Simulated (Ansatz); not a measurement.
# Relaxing a trial structure of C2HClF−

The starting geometry of this gas-phase singlet was optimised with GFN2-xTB.

```xyz
5

C    -0.8320   -0.7036   -0.3951
C     0.1251    0.4792   -0.5344
Cl    1.0099   -1.2706   -0.3470
F     0.2340    0.7613   -1.9560
H    -1.0928   -0.7437    0.7029
```

Q: Predict what becomes of its bonds when it is optimised with r2SCAN-D4/def2-SVPD.

A: A bond breaks, leaving `F/[C-]=C\Cl`. Distances that change by over a tenth: C1–C2 (1.53 → 1.33 Å). Contacts that open: C2–Cl3 (1.97 → 2.91 Å).

The energy falls by 2.88 eV over 16 steps:

```tsv
step	E − E(last) (eV)
1	2.883
3	2.512
4	2.111
6	0.847
8	0.269
9	0.190
11	0.002
13	0.000
14	0.000
16	0.000
```

Final geometry (Å):

```yaml
atoms:
  - { symbol: C, position_ang: [-0.3791, -0.4595, -0.1353] }
  - { symbol: C, position_ang: [-0.5451, 0.6600, -0.8389] }
  - { symbol: Cl, position_ang: [0.9909, -1.7695, -0.3883] }
  - { symbol: F, position_ang: [0.3846, 0.8798, -1.8577] }
  - { symbol: H, position_ang: [-1.0071, -0.7881, 0.6905] }
```

Frequencies at the end are all real (lowest 147 cm⁻¹). Run with Ansatz 0.2.0, 92 s on 1 thread of AMD EPYC (Zen 3) (shared host).
